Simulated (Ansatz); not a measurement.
# C3H3FO: molecular dynamics

All numbers below are computed with Ansatz 0.2.0 (RKS PBE0-D4/6-31G*).

## (1) Starting point

Bond lengths: O1–C2 1.454 Å, C2–F3 1.406 Å, C2–C4 1.439 Å, C2–C5 1.448 Å, C4–C5 1.312 Å, O1–H6 0.998 Å, C4–H7 1.055 Å, C5–H8 1.057 Å. Angles: O1–C2–F3 116.0°, O1–C2–C4 117.2°, O1–C2–C5 122.5°, F3–C2–C4 118.2°, F3–C2–C5 114.8°, C4–C2–C5 54.1°, C2–O1–H6 105.7°, C2–C4–C5 63.3°, C2–C4–H7 146.5°, C5–C4–H7 149.1°, C2–C5–C4 62.6°, C2–C5–H8 145.6°, C4–C5–H8 151.3°.

Structure file:

```xyz
8

O     0.9669    0.7332    1.0557
C    -0.1242    0.1079    0.3258
F    -1.3577    0.0431    0.9984
C     0.2146   -0.9596   -0.5781
C    -0.2218    0.1544   -1.1177
H     0.5641    1.0785    1.9008
H     0.4587   -1.9804   -0.6809
H    -0.4084    0.7657   -1.9597
```

## (2) Relaxing the start

Contents of input.yaml:

```yaml
crystal:
  periodic: [false, false, false]
  atoms:
    - { symbol: O, position_ang: [0.9669, 0.7332, 1.0557] }
    - { symbol: C, position_ang: [-0.1242, 0.1079, 0.3258] }
    - { symbol: F, position_ang: [-1.3577, 0.0431, 0.9984] }
    - { symbol: C, position_ang: [0.2146, -0.9596, -0.5781] }
    - { symbol: C, position_ang: [-0.2218, 0.1544, -1.1177] }
    - { symbol: H, position_ang: [0.5641, 1.0785, 1.9008] }
    - { symbol: H, position_ang: [0.4587, -1.9804, -0.6809] }
    - { symbol: H, position_ang: [-0.4084, 0.7657, -1.9597] }
basis:
  gaussian: { orbitals: "6-31G*" }
hamiltonian:
  xc: pbe0
  dispersion: d4
relax:
  f_tol: 0.02
  max_steps: 40
```

The run is started by

```
$ ansatz run input.yaml --threads 1 --pin off --max-ram 2048MiB --backend cpu --events-out ev --progress --plain --runs-dir out
```

**Question.** How long does this run take on 1 thread of Intel Xeon 6975P-C (Granite Rapids), shared host, and how much memory does it need?

About 34 s, with a peak of 0.17 GiB.
